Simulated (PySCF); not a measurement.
Species: H7NSi2.
SMILES: `N[SiH2][SiH3]`

Torsions of this conformer, `[NH2:1][SiH2:2][SiH3:3]`: H–N1–Si2–Si3 167°, H–N1–Si2–Si3 -51°.

The closed-shell ground state was solved at several levels (PySCF, density fitting, gas phase, non-relativistic). The structure is a single PBE0-D3(BJ)/def2-SVP conformer in the gas phase; no vibrational or solvent corrections.

```csv
level,basis functions,HOMO (eV),LUMO (eV),gap (eV),dipole (D)
PBE0/pcSseg-1,100,-7.31,0.04,7.35,1.50
B3LYP/pcSseg-2,220,-7.17,-0.49,6.68,1.39
```

(1) What might B3LYP/def2-SVPD (124 basis functions) give for the same quantities?

(2) Over all these levels, which gives the widest orbital gap and which the narrowest?

(3) How far do the dipole and the HOMO energy spread over the levels?

Answers

(1) HOMO -7.15 eV, LUMO -0.36 eV, gap 6.79 eV, dipole 1.36 D.

(2) PBE0/pcSseg-1 (global hybrid, 25 % exact exchange) has the widest, 7.35 eV, and B3LYP/pcSseg-2 (global hybrid, 20 % exact exchange) the narrowest, 6.68 eV. Functional and basis both differ between the two, so the spread mixes both effects.

(3) The dipole runs from 1.36 to 1.50 D (mean 1.42 D) and the HOMO from -7.31 to -7.15 eV.
